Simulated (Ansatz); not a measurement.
Mulliken charges of CH6BN, SMILES `BNC` from ωB97M-V/def2-TZVPP in Ansatz (PBE0-D4/def2-TZVP geometry).

| atom | x (Å) | y (Å) | z (Å) | charge (e) |
| --- | --- | --- | --- | --- |
| B1 | -0.799 | 0.736 | -0.885 | -0.173 |
| N2 | 0.124 | 0.494 | 0.116 | -0.155 |
| C3 | 0.560 | -0.795 | 0.602 | -0.207 |
| H4 | -1.316 | -0.195 | -1.435 | 0.036 |
| H5 | -1.054 | 1.870 | -1.172 | 0.040 |
| H6 | 0.560 | 1.275 | 0.581 | 0.115 |
| H7 | 0.042 | -1.576 | 0.046 | 0.104 |
| H8 | 1.637 | -0.932 | 0.465 | 0.120 |
| H9 | 0.335 | -0.921 | 1.665 | 0.120 |

Q: By hand: the dipole of these point charges (1 e Å = 4.8032 D).

A: Σ q r = (0.219, -0.211, 0.239) e Å, of length 0.387 e Å = 1.86 D.

Q: How does the dipole of the full density compare? (Best estimate.)

A: Computed: (0.285, -0.081, 0.309) e Å, 2.06 D; the point charges give 0.90 times that, at 22° from its direction.

Point charges leave out the atoms' own dipoles, such as those of lone pairs, and Mulliken's split depends on the basis, so the two needn't agree.
